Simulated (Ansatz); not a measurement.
B–NH₂, singlet in 6-31G: errors against full CI

Geometry: a PBE0/def2-TZVP stationary point for this spin, not checked as a minimum.

```yaml
atoms:
  - { symbol: B, position_ang: [0.0000, 0.0000, 0.8600] }
  - { symbol: N, position_ang: [0.0000, 0.0000, -0.5115] }
  - { symbol: H, position_ang: [0.0000, 0.8509, -1.0580] }
  - { symbol: H, position_ang: [0.0000, -0.8509, -1.0580] }
```

Basis 6-31G; Ansatz 0.2.0. Correlated methods freeze the noble-gas cores, which leaves 10 electrons in 20 orbitals. R marks a restricted (for open shells ROHF) determinant, U an unrestricted one. Active spaces: valence = (10e, 10o) chosen from the atoms' valence shells.

Full CI is exact within this basis and frozen core; it isn't the basis-set limit. The frozen core follows each run's orbitals, which can shift R against U totals by a few meV.

```
UHF ⟨S²⟩                          : 0.287
T1 diagnostic (RCCSD)             : 0.0164
largest doubles amplitude (RCCSD) : 0.153
```

| level | E − E(RHF) (eV) |
| --- | --- |
| RMP2 | -4.0398 |
| RCCSD | -4.6905 |
| RCCSD(T) | -4.8001 |

**Question.** Estimate how far full CI in 6-31G lies from RCCSD(T). The table doesn't fix it; the size of (T) and the diagnostics are the guide.

**Answer.** Full CI in 6-31G lies 2.5 kJ/mol below RCCSD(T), which is 24 % of the (T) step (-10.6 kJ/mol). A doubles amplitude is large, RHF is unstable towards spin polarisation, but (T) still catches most of what CCSD lacks.

The other levels:

| level | E − E(full CI) (kJ/mol) | share of correlation (%) | wall time |
| --- | --- | --- | --- |
| CISD | 45.1 | 90.32 | 0.52 s |
| BCCD(T) | 2.3 | 99.50 | 0.34 s |
| RCCSDT | 1.3 | 99.72 | – |
| CISDTQ | 2.4 | 99.48 | 3.1 s |
| RCCSDT(Q) | 0.0 | 99.99 | 0.94 s |
| RCCSDTQ | 0.0 | 99.99 | 9 s |
| CASSCF (valence space) | 129.3 | 72.23 | – |
| NEVPT2 (valence space) | 44.7 | 90.40 | 5.5 s |
| MRCISD (valence space) | 9.5 | 97.96 | – |
| MRCISD+Q (valence space) | 6.3 | 98.64 | 13 s (H100) |

The correlation energy at full CI, counted from RHF, is -4.826 eV. That run took 29 s on 2 threads of AMD EPYC 7R13 with a shared H100 80 GB, shared host over 60,099,968 determinants.

Run but not shown, since their state or frozen core can't be matched to the reference's or they repeat it: UHF.

Times hold each run's SCF and search for its determinant on a shared host, so for small cases they say little of a method's own cost; rows without a card ran on 1 thread of AMD EPYC 7R13.

The full-CI state has the irrep A1 of C2v, in the program's axes.

Natural occupations of full CI about the gap: 1.984 1.970 1.968 1.960 1.885 0.071 0.057 0.024 0.023 0.021; effectively unpaired electrons, Σ n²(2−n)², 0.10.

Atomization energy (electronic, same basis, no zero-point term; atoms at the same level, unrestricted beside the R rows where the molecule is a closed shell, with restricted open-shell steps beyond CCSDT(Q)) at full CI: 1075.8 kJ/mol. Errors of other levels:

```json
{"level": "RHF", "error (kJ/mol)": "-265.0"}
{"level": "RMP2", "error (kJ/mol)": "-5.6"}
{"level": "CISD", "error (kJ/mol)": "-42.4"}
{"level": "RCCSD", "error (kJ/mol)": "-11.2"}
{"level": "RCCSD(T)", "error (kJ/mol)": "-2.0"}
{"level": "BCCD(T)", "error (kJ/mol)": "-1.6"}
{"level": "RCCSDT", "error (kJ/mol)": "-1.3"}
{"level": "CISDTQ", "error (kJ/mol)": "-2.2"}
{"level": "RCCSDT(Q)", "error (kJ/mol)": "-0.1"}
{"level": "RCCSDTQ", "error (kJ/mol)": "-0.1"}
{"level": "CASSCF (valence space)", "error (kJ/mol)": "-10.6"}
{"level": "NEVPT2 (valence space)", "error (kJ/mol)": "-3.5"}
{"level": "MRCISD (valence space)", "error (kJ/mol)": "-8.2"}
{"level": "MRCISD+Q (valence space)", "error (kJ/mol)": "-6.7"}
```

This basis is far from its limit, so the value isn't to be set against a measured one. Truncated CI isn't size-consistent, which counts against it in atomization.
